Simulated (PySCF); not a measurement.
Dipole moment and polarisability of HPS

Compound: HPS.
Geometry (GFN2-xTB, Å), atoms numbered from 1 in this order:
```
atom  x, y, z in Å
P1    -0.227    0.687   -0.002
S2     1.423   -0.322   -0.011
H3    -1.184   -0.368    0.001
```

Level: wB97X-D/def2-SVPD (PySCF), static field, nuclei fixed, core orbitals frozen in the response. The polarisability tensor in these axes (au):

```
x   58.18 -8.62 -0.13
y   -8.62 43.77  0.06
z   -0.13  0.06 34.92
```

**Question.** What are the eigenvalues, a third of the trace, and Δα (Δα² = ½Σ(αi − αj)² over the three pairs)?

**Answer.** Principal values 34.92, 39.74 and 62.22 au; mean 45.63 au = 6.76 Å³ = 7.52 × 10⁻⁴⁰ C²·m²/J; Δα = 25.23 au (55 % of the mean).

**Question.** What is the dipole moment, and where does it point?

**Answer.** (-1.55, 0.17, 0.01) D, 1.56 D in size, pointing from the negative to the positive side. Measured along this direction, the outermost atoms are S2 at the negative end and H3 at the positive end.

**Question.** Sum over states: ᾱ = Σ f/ω², ω in Eh. What share falls to these 8 lowest TDDFT singlets (eV, f)? 1.52, 0.0005; 4.14, 0.0024; 5.03, 0.0858; 5.87, 0.0020; 5.95, 0.0681; 6.38, 0.0109; 7.38, 0.0943; 7.81, 0.0077.

**Answer.** They add up to 5.82 au, 12.8 % of the 45.63 au; the largest single term is 2.51 au, from the state at 5.03 eV. Terms in order: 0.17, 0.10, 2.51, 0.04, 1.42, 0.20, 1.28, 0.09 au. Higher excitations give the rest. The strengths listed sum to 0.272.

**Question.** Molar refractivity from α?

**Answer.** Lorentz–Lorenz: R = (4π/3)N_A α = 2.5225 cm³/(mol·Å³) × 6.76 Å³ = 17.1 cm³/mol, in the limit of long wavelengths.

**Question.** What depolarisation ratio follows for Rayleigh scattering of linearly polarised light, taking the static tensor?

**Answer.** ρ = 3Δα²/(45ᾱ² + 4Δα²) = 1909.9/(93678 + 2546.6) = 0.0198.

Isolated species at its GFN2-xTB geometry, gas phase.

These values come from a run that also computed excited states. On one thread, x86-64 server, no GPU, on a shared host, this took 1.1 s wall.

Note: wB97X-D ran without an empirical dispersion term, which enters the total energy and its gradient alone.
